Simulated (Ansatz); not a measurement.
# Si₂H₄O (SMILES O[SiH]=[SiH2]): one structure at several levels

How do the functionals fare away from a minimum? The structure is a structure displaced at random from a GFN2-xTB minimum.

The runs use Ansatz 0.2.0, Gaussian basis; single points in def2-TZVPP.

Cores are frozen in the correlated methods. B3LYP uses VWN-RPA correlation.

## (1) Where the work starts

SMILES `O[SiH]=[SiH2]`, 7 atoms, charge 0, spin multiplicity 1.

Atoms are counted from 1 here; the program's logs count them from 0.

Bond lengths: O1–Si2 1.626 Å, O1–H4 0.984 Å, Si2–Si3 2.217 Å, Si2–H5 1.440 Å, Si3–H6 1.494 Å, Si3–H7 1.484 Å. Angles: Si2–O1–H4 123.9°, O1–Si2–Si3 115.8°, O1–Si2–H5 105.6°, Si3–Si2–H5 119.2°, Si2–Si3–H6 110.9°, Si2–Si3–H7 118.4°, H6–Si3–H7 100.2°.

As a file:

```xyz
7
H4OSi2
O    -1.43040   -0.96560   -0.72970
Si   -0.47180    0.33720   -0.56610
Si    1.24800    0.10100    0.81350
H    -2.35720   -1.01000   -0.40080
H    -1.36400    1.45470   -0.39230
H     2.26750    1.16860    0.58230
H     2.09840   -1.10800    0.68140
```

## (2) CCSD(T)/def2-TZVPP

run/in.yaml

```yaml
crystal:
  periodic: [false, false, false]
  atoms:
    - {symbol: O, position_ang: [-1.430400, -0.965600, -0.729700]}
    - {symbol: Si, position_ang: [-0.471800, 0.337200, -0.566100]}
    - {symbol: Si, position_ang: [1.248000, 0.101000, 0.813500]}
    - {symbol: H, position_ang: [-2.357200, -1.010000, -0.400800]}
    - {symbol: H, position_ang: [-1.364000, 1.454700, -0.392300]}
    - {symbol: H, position_ang: [2.267500, 1.168600, 0.582300]}
    - {symbol: H, position_ang: [2.098400, -1.108000, 0.681400]}
basis:
  gaussian: {orbitals: def2-TZVPP}
correlation: {method: ccsd_t}
output: {forces: true}
```

The command line of these runs was not kept.

## (3) PBE0-D4/def2-TZVPP

Changes to run/in.yaml since step 2:

```diff
@@ -12,3 +12,3 @@
   gaussian: {orbitals: def2-TZVPP}
-correlation: {method: ccsd_t}
-output: {forces: true}
+hamiltonian: {xc: pbe0, dispersion: d4}
+output: {forces: true, orbitals: {seedname: orbitals}}
```

## (4) wB97M-V/def2-TZVPP

Changes to run/in.yaml since step 3:

```diff
@@ -12,3 +12,3 @@
   gaussian: {orbitals: def2-TZVPP}
-hamiltonian: {xc: pbe0, dispersion: d4}
-output: {forces: true, orbitals: {seedname: orbitals}}
+hamiltonian: {xc: {name: wB97M-V}}
+output: {forces: true}
```

## (5) r2SCAN-D4/def2-TZVPP

Changes to run/in.yaml since step 4:

```diff
@@ -12,3 +12,3 @@
   gaussian: {orbitals: def2-TZVPP}
-hamiltonian: {xc: {name: wB97M-V}}
+hamiltonian: {xc: r2scan, dispersion: d4}
 output: {forces: true}
```

## (6) PBE-D4/def2-TZVPP

Changes to run/in.yaml since step 5:

```diff
@@ -12,3 +12,3 @@
   gaussian: {orbitals: def2-TZVPP}
-hamiltonian: {xc: r2scan, dispersion: d4}
+hamiltonian: {xc: pbe, dispersion: d4}
 output: {forces: true}
```

## (7) wB97X-V/def2-TZVPP

Changes to run/in.yaml since step 6:

```diff
@@ -12,3 +12,3 @@
   gaussian: {orbitals: def2-TZVPP}
-hamiltonian: {xc: pbe, dispersion: d4}
+hamiltonian: {xc: {name: wB97X-V}}
 output: {forces: true}
```

## (8) B3LYP-D4/def2-TZVPP

Changes to run/in.yaml since step 7:

```diff
@@ -12,3 +12,3 @@
   gaussian: {orbitals: def2-TZVPP}
-hamiltonian: {xc: {name: wB97X-V}}
+hamiltonian: {xc: {name: B3LYP}, dispersion: d4}
 output: {forces: true}
```

(Steps that only read results are left out.)

Q: Predict the outcome of this session. Wanted: energy less free atoms, CCSD(T)/def2-TZVPP; RMS force component; RMS force error; HOMO and LUMO, PBE0-D4; T1 diagnostic.

The runs gave:

```
                                  quantity                                                                                            value
energy less free atoms, CCSD(T)/def2-TZVPP                                                                                  -490.1 kcal/mol
                       RMS force component                                                             0.567 to 0.609 eV/Å over the methods
                           RMS force error  PBE0-D4 0.135, wB97M-V 0.123, r2SCAN-D4 0.116, PBE-D4 0.222, wB97X-V 0.156, B3LYP-D4 0.072 eV/Å
                    HOMO and LUMO, PBE0-D4                                                                               -6.08 and -2.30 eV
                             T1 diagnostic                                                                                            0.018
```

Against CCSD(T) the functionals' energies less atoms differ by -17.3 to -6.2 kcal/mol, PBE-D4 by -17.3 kcal/mol. CCSD(T) in triple zeta still lacks some correlation energy of the bonds, so part of these gaps is its own basis error and they don't rank the functionals. The forces of B3LYP-D4 come nearest to CCSD(T), those of PBE-D4 are farthest. The restricted Hartree–Fock reference is unstable towards an unrestricted one at one or more of these structures.
